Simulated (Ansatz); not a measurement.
Geometry optimisation, RKS BHLYP-D4/def2-SVP (Ansatz 0.2.0).

Input file:

```yaml
crystal:
  periodic: [false, false, false]
  atoms:
    - { symbol: O, position_ang: [-0.4444, -1.7227, -0.7163] }
    - { symbol: C, position_ang: [0.2567, -0.8029, 0.0832] }
    - { symbol: F, position_ang: [1.3296, -0.508, -0.6669] }
    - { symbol: C, position_ang: [-0.4447, 0.4414, 0.3518] }
    - { symbol: C, position_ang: [-0.0254, 1.7246, 0.1041] }
    - { symbol: "N", position_ang: [0.0638, 1.5012, 1.3391] }
    - { symbol: H, position_ang: [0.2034, -2.0499, -1.3226] }
    - { symbol: H, position_ang: [0.6051, -1.2979, 0.9922] }
    - { symbol: H, position_ang: [-1.5696, 0.2715, 0.5514] }
    - { symbol: H, position_ang: [0.1085, 2.3914, -0.7131] }
basis:
  gaussian: { orbitals: def2-SVP }
hamiltonian:
  xc: { name: BHLYP }
  dispersion: d4
relax:
  f_tol: 0.015
  max_steps: 40
output:
  orbitals: {}
```

Command:

```bash
$ ansatz run input.yaml --threads 2 --pin off --max-ram 3072MiB --backend cpu --events-out ev --progress --plain --runs-dir out
```

Question: Where does it end, and by what steps?

Answer: It converged. The force dipped under the threshold on the way, but the program's further checks kept it going. After 16 steps the energy has fallen by 0.695 eV; H7 moved furthest, 0.44 Å.

```
step  energy less start (eV)  largest force component (eV/Å)  accepted
   0                  0.0000                           5.183       yes
   1                 -0.4698                           1.721       yes
   2                 -0.5836                           0.693       yes
   3                 -0.6239                           0.682       yes
   4                 -0.6293                           1.456       yes
   5                 -0.6750                           0.606       yes
   6                 -0.6648                           0.608        no
   7                 -0.6897                           0.143       yes
   8                 -0.6912                           0.360       yes
   9                 -0.6941                           0.072       yes
  10                 -0.6945                           0.042       yes
  11                 -0.6942                           0.108        no
  12                 -0.6947                           0.010       yes
  13                 -0.6948                           0.032       yes
  14                 -0.6950                           0.029       yes
  15                 -0.4101                           2.966        no
  16                 -0.6950                           0.013       yes
```

```xyz
10
Properties=species:S:1:pos:R:3
O -0.407 -1.520 -0.901
C 0.307 -0.790 0.002
F 1.491 -0.376 -0.547
C -0.507 0.414 0.383
C -0.070 1.746 0.055
N 0.141 1.457 1.241
H 0.030 -2.354 -1.058
H 0.580 -1.380 0.888
H -1.554 0.186 0.578
H 0.071 2.566 -0.638
```

Whether the end is a true minimum wasn't checked by a vibrational analysis.

The run took 49 s on 2 threads of Arm Neoverse V1, with other jobs on the host, peak memory 0.23 GiB.
